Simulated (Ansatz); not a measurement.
System: body-centred tetragonal In. Method: LDA (plane waves, PAW; Ansatz, a program for electronic structure).

Settings: plane-wave cutoff 520 eV, 24×24×24 k mesh, Fermi–Dirac smearing 0.05 eV, scalar-relativistic PAW data made under PBE.

Properties against volume:

Shape and atoms are relaxed at each volume.

| V (Å³/atom) | P (GPa) | c (Å) | a (Å) |
|---|---|---|---|
| 23.609 | 2.27 | 4.804 | 3.135 |
| 24.101 | 1.07 | 4.843 | 3.155 |
| 24.593 | 0.01 | 4.875 | 3.176 |
| 25.085 | -0.93 | 4.909 | 3.197 |
| 25.576 | -1.76 | 4.948 | 3.215 |

Note: the bulk modulus comes from volumes at which shape and atoms were relaxed.
